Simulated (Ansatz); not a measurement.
## How far each method lies from full CI for B–AlH₂, triplet

Geometry: a point of a breathe scan, not a stationary point.

```tsv
atom	x (Å)	y (Å)	z (Å)
B	0.0000	0.0000	3.6870
Al	0.0000	0.0000	-1.2556
H	0.0000	-3.3547	-2.9682
H	0.0000	3.3547	-2.9682
```

Basis 6-31G; Ansatz 0.2.0. Only valence electrons are correlated (noble-gas cores frozen), which leaves 8 electrons in 20 orbitals. R marks a restricted (for open shells ROHF) determinant, U an unrestricted one. Active spaces: valence = (8e, 10o) chosen from the atoms' valence shells.

Full CI is exact within this basis and frozen core; it isn't the basis-set limit. The frozen core follows each run's orbitals, which can shift R against U totals by a few meV.

Unrestricted rows (U) aren't spin-pure: their determinants' ⟨S²⟩ exceeds S(S+1) by up to 0.93, so they mix in states of higher spin. For open shells CISD and CISDTQ are restricted-active-space CI with the open shells as a complete middle space.

* UHF ⟨S²⟩: 2.926
* T1 diagnostic (RCCSD): 0.1100
* largest doubles amplitude (RCCSD): 0.554
* T1 diagnostic (UCCSD): 0.0526

Problem. From what is known of these methods and the diagnostics, rank them by the size of their error in total energy against full CI in 6-31G, smallest first (an estimate: the text doesn't fix the numbers).
A. UCCSD(T)
B. CISDTQ
C. UCCSDT
D. UHF
E. CASSCF (valence space)

Solution. C (0.07 mEh), A (1.21 mEh), B (1.96 mEh), E (16.52 mEh), D (79.42 mEh).

All errors are against full CI in 6-31G. With T1 at 0.110 and a doubles amplitude of 0.55 one determinant is a poor start. Within each family the higher level lies nearer, as is usual though not guaranteed.

The full-CI state has the irrep A1 of C2v, in the program's axes.

Its occupations show that no single determinant describes this state well.

Natural occupations of full CI about the gap: 1.904 1.885 1.418 1.006 0.988 0.501 0.112 0.061 0.053 0.042; effectively unpaired electrons, Σ n²(2−n)², 3.40.
